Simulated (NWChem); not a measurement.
Molecule: chloroform (CHCl$_{3}$); SMILES C(Cl)(Cl)Cl

```xyz
5

Cl     1.4645     0.8296    -0.0745
C      0.0000     0.0000     0.4600
Cl    -1.4507     0.8535    -0.0745
Cl    -0.0138    -1.6831    -0.0745
H      0.0000     0.0000     1.5548
```
Atoms are numbered in this order, from 1.

Program: NWChem. Geometry optimised at PBE0/def2-SVP; all other runs use it. 

| quantity | level | value |
|---|---|---|
| vertical ionisation energy, ΔSCF (eV) | PBE/def2-SVP | 10.48 |
| dipole in solution (D) in n-hexane | PBE0/def2-SVP, SMD | [?] |
| anisotropy (bohr³), static | PBE/def2-SVPD | 18.9 |
| vertical, lowest excitation, singlet (eV) | PBE/def2-SVPD, TDA | [?] |
| dipole (D) | PBE0/def2-SVP | 1.17 |
| highest harmonic frequency (cm⁻¹) | PBE0/def2-SVP | [?] |

### Question
Some entries are withheld; supply them.

### Answer

- dipole in solution (D) in n-hexane, value: 1.34
- vertical, lowest excitation, singlet (eV), value: 5.68
- highest harmonic frequency (cm⁻¹), value: 3190
